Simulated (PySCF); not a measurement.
## How far each method lies from RCCSDT for H2Al–N⁺, quartet

Geometry: that of the H2Al–N, triplet, kept fixed.

```xyz
4

Al    0.0000    0.0000    0.5783
N     0.0000    0.0000   -1.3042
H     0.0000    1.3969    1.3219
H     0.0000   -1.3969    1.3219
```

Basis cc-pVDZ; PySCF 2.14.0. Correlated methods freeze the noble-gas cores, which leaves 9 electrons in 36 orbitals. Prefix R: restricted or restricted open-shell reference; prefix U: unrestricted.

Full CI isn't at hand for all of this; RCCSDT serves as the reference. It lacks quadruple excitations, which often exceed the step from CCSD(T) to CCSDT. The frozen core follows each run's orbitals, which can shift R against U totals by a few meV.

The UHF ⟨S²⟩ is 3.761. The T1 diagnostic (ROHF- or RHF-based CCSD) is 0.0340. The largest doubles amplitude (ROHF- or RHF-based CCSD) is 0.043 and the T1 diagnostic (UCCSD) is 0.0259.

```csv
level,E − E(RCCSDT) (kcal/mol),share of correlation (%),wall time
RHF,105.58,0.00,–
UHF,103.23,2.22,–
RMP2,25.06,76.26,–
UMP2,24.29,76.99,–
RCCSD,2.22,97.90,–
UCCSD,2.13,97.98,–
RCCSD(T),0.54,99.49,2.2 s
UCCSD(T),0.47,99.55,1.9 s
UCCSDT,-0.07,100.07,3.2 min
```

The correlation energy at RCCSDT, counted from RHF, is -4.578 eV. That run took 3.3 min on 1 thread of Arm Neoverse V1, shared host.

Times are those of the correlated step on a shared host, with one SCF added for the restricted CCSD run; they ran on 1 thread of Arm Neoverse V1.
